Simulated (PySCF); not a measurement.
Ionising C₂

PBE0; C def2-TZVPPD; no relativity (PySCF 2.14). Neutral (UKS): triplet (σ ↑, π ↑), Re = 1.301 Å, ωe = 1711 cm⁻¹, De = 6.30 eV, HOMO -8.98 eV, LUMO -5.71 eV.

C₂⁺ (UKS): quartet (σ ↑, π ↑↑), Re = 1.402 Å, ωe = 1358 cm⁻¹, De = 6.01 eV to C⁺ + C. The energies at the minima are -75.84228 hartree for C2 and -75.40859 for C₂⁺.

**Question.** Work out the adiabatic ionisation energy, without and with harmonic zero-point energies (1 hartree = 27.2114 eV, 1 eV = 8065.5 cm⁻¹), and the change of the bond length.

**Answer.** At PBE0: 0.43369 hartree = 11.801 eV between the minima; the zero-point term (1358.0 − 1711.0)/2 cm⁻¹ = -0.022 eV makes it 11.779 eV. Re changes by +10.1 pm against the neutral. The electron leaves a π orbital, and the longer bond of the ion fits a bonding orbital, or a change in how ionic the bond is.

C₂⁻ (UKS): doublet (σ ↑), Re = 1.257 Å, ωe = 1874 cm⁻¹, De = 8.38 eV to C + C⁻. The energies at the minima are -75.84228 hartree for C2 and -75.96056 for C₂⁻.

**Question.** Work out the adiabatic electron affinity, without and with harmonic zero-point energies (1 hartree = 27.2114 eV, 1 eV = 8065.5 cm⁻¹), and the change of the bond length.

**Answer.** At PBE0: 0.11828 hartree = 3.219 eV between the minima; the zero-point term (1711.0 − 1874.0)/2 cm⁻¹ = -0.010 eV makes it 3.208 eV. Re changes by -4.4 pm against the neutral. The electron enters a π orbital; the charge polarises the partner, so the anion is bound more strongly.

States were picked by a PBE0 search and need not be the measured ground states.
